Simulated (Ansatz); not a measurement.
in.yaml

```yaml
crystal:
  periodic: [false, false, false]
  atoms:
    - {symbol: H, position_ang: [-2.124160, 0.059434, 0.000000]}
    - {symbol: H, position_ang: [-0.928160, 0.059434, 0.000000]}
    - {symbol: N, position_ang: [0.186840, 0.059434, 0.000000]}
    - {symbol: H, position_ang: [0.455922, -0.944792, 0.000000]}
basis:
  gaussian: {orbitals: 6-31G}
magnetization: {spin_polarized: false, initial_magnetization: 2}
correlation: {method: fic_mrcisd_q, electrons: outside_noble_gas, active_space: {window: {electrons: 8, orbitals: 7}, shells: [{species: H, l: s, shell: 1}, {species: "N", l: s, shell: 2}, {species: "N", l: p, shell: 2}]}}
```

```sh
$ ansatz run in.yaml --threads 1 --pin off --events-out ev --progress --plain --max-ram 2393MiB
```

The program prints:

```
337 factors; integrals over basis functions are off by at most 2.3e-8 eV
mean field evaluation 1: about -1523.1958 eV, gradient 1.2e1 eV
mean field evaluation 2: about -1523.1954 eV, gradient 1.2e1 eV
mean field evaluation 4: about -1523.8703 eV, gradient 3.0e0 eV
mean field evaluation 8: about -1523.9501 eV, gradient 3.1e-4 eV
mean field -1523.95012365 eV, -56.0041340737 hartree, gradient 6.5e-6 eV, S^2 2.000000; 0 other end points of the search recorded, 0 dependent functions left out
reference -1523.95012365 eV, -56.0041340737 hartree; 6, 4 occupied and 9, 11 virtual orbitals, 337 factors
state -1525.57240195 eV, -56.0637517014 hartree
contracted CI cycle   1: correlation 0.00000000 eV, 0.0000000000 hartree, residual 1.04e1 eV
contracted CI cycle   2: correlation -1.43694009 eV, -0.0528065743 hartree, residual 2.21e0 eV
contracted CI cycle   3: correlation -1.50249428 eV, -0.0552156465 hartree, residual 4.79e-1 eV
contracted CI cycle   4: correlation -1.50575983 eV, -0.0553356532 hartree, residual 1.19e-1 eV
contracted CI cycle   5: correlation -1.50595592 eV, -0.0553428592 hartree, residual 2.75e-2 eV
contracted CI cycle   6: correlation -1.50596715 eV, -0.0553432719 hartree, residual 6.14e-3 eV
contracted CI cycle   7: correlation -1.50596768 eV, -0.0553432913 hartree, residual 1.35e-3 eV
state -1525.57240195 eV, -56.0637517014 hartree; corrected -1527.11283615 eV, -56.1203616144 hartree
Total energy: -1527.11283615 eV, -56.1203616144 hartree
Checks for a lower state left out: starts, orbital_swaps
```

Natural occupations: 1.9959 1.9731 1.9653 1.0017 1.0000 0.0356 0.0284.

For the same geometry and basis full CI lies 12.0 meV lower.

Ran on 1 thread of Arm Neoverse V2, shared host: 0.84 s wall, 0.12 GiB peak host memory.
